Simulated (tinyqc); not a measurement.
Extended Hueckel theory, for BH, step by step. Computed by tinyqc, a small Python program that keeps every step (integrals from PySCF). Settings: charge = 0, K = 2.0, weighted = 1, multiplicity = 1. Command: `OMP_NUM_THREADS=1 python tinyqc.py 29007 29008 out.jsonl` (the two numbers bound the seeds that draw the settings). One thread of a shared host (Intel(R) Xeon(R) Processor @ 2.60GHz), about 0.01 s of CPU time with the checks.

## Overlaps

Geometry (angstrom):
```
atom         x         y         z
B     0.000000  0.000000  0.000000
H     0.000000  0.000000  1.098000
```

Parameters chosen for this run:
```
element  shell  Slater exponent   H_ii (eV)
B           2s         1.300000  -15.200000
B           2p         1.300000   -8.500000
H           1s         1.300000  -13.600000
```

Slater orbitals, each expanded in six Gaussians scaled to its exponent.

overlap S, lower triangle:
```
           1B 2s    1B 2px    1B 2py    1B 2pz     2H 1s
1B 2s   1.000000
1B 2px  0.000000  1.000000
1B 2py  0.000000  0.000000  1.000000
1B 2pz  0.000000  0.000000  0.000000  1.000000
2H 1s   0.531706  0.000000  0.000000  0.556412  1.000000
```

## Wolfsberg-Helmholz matrix

diagonal H_ii (eV): 1B 2s -15.200000, 1B 2px -8.500000, 1B 2py -8.500000, 1B 2pz -8.500000, 2H 1s -13.600000

K = 2.000000

H_ij = K' S_ij (H_ii + H_jj)/2 for i != j (the diagonal keeps H_ii), with K' = K + D^2 + D^4 (1 - K), D = (H_ii - H_jj)/(H_ii + H_jj), K = 2.

H (eV), lower triangle:
```
             1B 2s     1B 2px     1B 2py      1B 2pz       2H 1s
1B 2s   -15.200000
1B 2px    0.000000  -8.500000
1B 2py    0.000000   0.000000  -8.500000
1B 2pz    0.000000   0.000000   0.000000   -8.500000
2H 1s   -15.336692   0.000000   0.000000  -12.606706  -13.600000
```

## Orbitals

valence electrons = 4

Solve H C = S C e through S^(-1/2); fill by pairs from the bottom, a degenerate level sharing its electrons equally; each orbital has its largest coefficient positive (the first on a tie).

orbital energies (eV): -19.532393  -10.855011  -8.500000  -8.500000  30.748386

occupations: 2.000000  2.000000  0.000000  0.000000  0.000000

coefficients:
```
             MO1        MO2       MO3        MO4        MO5
1B 2s   0.592405  -0.580446  0.000000   0.000000  -1.002785
1B 2px  0.000000   0.000000  0.926601  -0.376046   0.000000
1B 2py  0.000000   0.000000  0.376046   0.926601   0.000000
1B 2pz  0.081691   0.735239  0.000000   0.000000  -1.100968
2H 1s   0.518366   0.263673  0.000000   0.000000   1.454165
```

sum of one-electron energies = -60.774808 eV

Within a degenerate level the vectors are fixed only up to a rotation; this is one choice.

## Mulliken analysis

P = C n C^T; charge = valence electrons (B 3, H 1) minus the sum of (P S)_ii on the atom; overlap population = 2 sum P_ij S_ij between two atoms.

charges: 1B 0.103114, 2H -0.103114

Overlap populations:
```
pair     value
2-1   0.853323
```
